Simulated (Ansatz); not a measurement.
# FH3SSi, SMILES F[SiH2]S: a polarisability from point charges

Computed with Ansatz's Python interface.

The script, `field.py`:
```python
"""Dipole of FH3SSi in the field of point charges."""

import warnings

import ansatz as az
from ase import Atoms
import numpy as np


def main() -> None:
    warnings.simplefilter("ignore", az.DeckWarning)

    atoms = Atoms(["F", "Si", "S", "H", "H", "H"], positions=[
        [-1.8389, 0.5531, -0.2664],
        [-0.3975, 0.0245, -0.3648],
        [0.5204, 0.2507, 1.5267],
        [-0.3489, -1.4014, -0.7252],
        [0.3816, 0.7797, -1.3944],
        [1.7253, -0.2705, 1.1778],
    ])
    system = az.Crystal.molecule_from_ase(atoms)

    job = (
        system.calculation()
        .basis(gaussian="aug-cc-pVDZ")
        .correlation("mp2")
        .forces()
    )
    # charges +q and -q at -R and +R make a nearly even field 2 k q / R^2 at the centre
    centre = np.mean([site.position_ang for site in system.cartesian_sites], axis=0)
    field = 2 * 14.399645 * 4.0 / 25.0 ** 2


    def dipole(axis, sign):
        arm = 25.0 * np.eye(3)[axis]
        pair = [{"charge": sign * 4.0, "position_ang": (centre - arm).tolist()}, {"charge": -sign * 4.0, "position_ang": (centre + arm).tolist()}]
        deck = job.input().set(az.key.basis.gaussian.point_charges, pair)
        return np.array(az.Session.from_dict(deck).plan().execute().report["charge_distribution"]["dipole_moment_e_ang"])


    print(f"field {field:.4f} V/A")
    alpha = np.array([(dipole(axis, 1) - dipole(axis, -1)) / (2 * field) * 14.399645 for axis in range(3)])
    print("polarisability tensor (A^3)")
    print(np.array2string(alpha, precision=3, suppress_small=True))
    print(f"mean {np.trace(alpha) / 3:.3f} A^3 = {np.trace(alpha) / 3 / 0.14818471:.2f} bohr^3")


if __name__ == "__main__":
    main()
```

Running `python field.py` prints:
```text
field 0.1843 V/A
polarisability tensor (A^3)
[[6.58  0.115 0.701]
 [0.125 6.332 0.126]
 [0.702 0.122 7.855]]
mean 6.922 A^3 = 46.71 bohr^3
```

The geometry is a force-field or estimated start, not a minimum of this method, and the basis set is short of its limit. The field of two point charges is only nearly even. Timing: 26 s on 1 thread of Arm Neoverse V1, with other jobs on the host, peak memory 0.31 GiB.

(Lines on the test bed's own set-up are left out of the output.)
